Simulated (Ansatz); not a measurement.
**BSi₂ (doublet): from Hartree-Fock to the top rungs, cc-pVTZ**

The task here is to estimate one member of a computed series from the others.

Method: cc-pVTZ, core rule «outside noble gas», up to 11 orbitals frozen; program: Ansatz 0.2.0, Gaussian basis.

The runs, in order: UHF; CCSD(T) on ROHF; CCSD(T) on UHF; BCCD(T) on ROHF; CCSDT(Q) on ROHF; CCSDT(Q) on UHF; CASSCF and NEVPT2, 11 electrons in 12 orbitals.

5 further runs of the same task are left out: 5 set aside as unsound or not needed.

## What is computed

The geometry is a PBE0/def2-TZVP stationary point (not a proven minimum) of the parent state, kept for this charge and spin.

3 atoms, charge 0, spin multiplicity 2.

Atoms are counted from 1 here; the program's logs count them from 0.

Bond lengths: Si1–B2 1.955 Å, B2–Si3 1.955 Å. Angles: Si1–B2–Si3 180.0°.

Geometry (Å):

```
Si    0.0000    0.0000    1.9545
B     0.0000    0.0000    0.0000
Si    0.0000    0.0000   -1.9545
```

The first run:

File in.yaml:

```yaml
crystal:
  periodic: [false, false, false]
  atoms:
    - {symbol: Si, position_ang: [0.000000, 0.000000, 1.954501]}
    - {symbol: B, position_ang: [0.000000, 0.000000, 0.000000]}
    - {symbol: Si, position_ang: [0.000000, 0.000000, -1.954501]}
basis:
  gaussian: {orbitals: cc-pVTZ}
magnetization: {spin_polarized: true, initial_magnetization: 1}
hamiltonian: {xc: hf}
output: {orbitals: {seedname: orbitals}}
```

Launch:

```
ansatz run in.yaml --threads 1 --pin off --events-out ev --progress --plain --max-ram 4096MiB --backend cpu
```

Among the steps run: UHF; CCSD(T) on ROHF; CCSD(T) on UHF; BCCD(T) on ROHF; CCSDT(Q) on ROHF; CCSDT(Q) on UHF; CASSCF and NEVPT2, 11 electrons in 12 orbitals.

One table of the session follows, with a row left open; its other results are not shown here.

| method | from RCCSDT(Q) (kcal/mol) |
| --- | --- |
| ROHF | +208.78 |
| UHF | +192.79 |
| RMP2 | +38.31 |
| UMP2 | +50.69 |
| RCCSD | +19.63 |
| UCCSD | +19.21 |
| RCCSD(T) | +3.62 |
| UCCSD(T) | +6.51 |
| BCCD(T) | ? |
| RCCSDT | +2.23 |
| UCCSDT | +2.36 |
| RCCSDT(Q) | 0 |
| UCCSDT(Q) | -0.58 |
| CASSCF valence | +124.52 |
| NEVPT2 valence | +28.92 |

Estimate the missing values for BCCD(T).

As computed: from RCCSDT(Q) (kcal/mol): +3.59. In the column «from RCCSDT(Q) (kcal/mol)» it lies between UCCSDT (+2.36) and RCCSD(T) (+3.62).

Some runs used a GPU and others CPU threads alone; cost is compared among the GPU runs only.

Among the levels timed on like hardware and quicker than the yardstick, those that no quicker one beats, quickest first: NEVPT2 valence (19 s, +28.92 kcal/mol); RCCSD(T) (22 s, +3.62 kcal/mol); BCCD(T) (24 s, +3.59 kcal/mol).

Limits of these values: The determinant is far from a pure spin state, so its energy mixes those of several spin states (harmless only where they are near-degenerate, as at dissociation). Warnings: spin contamination; coupled cluster took another determinant than the lowest. Restricted and unrestricted rows rest on different reference determinants; where their highest levels disagree by more than a few hundredths of an eV, they describe different states and don't form one ladder.
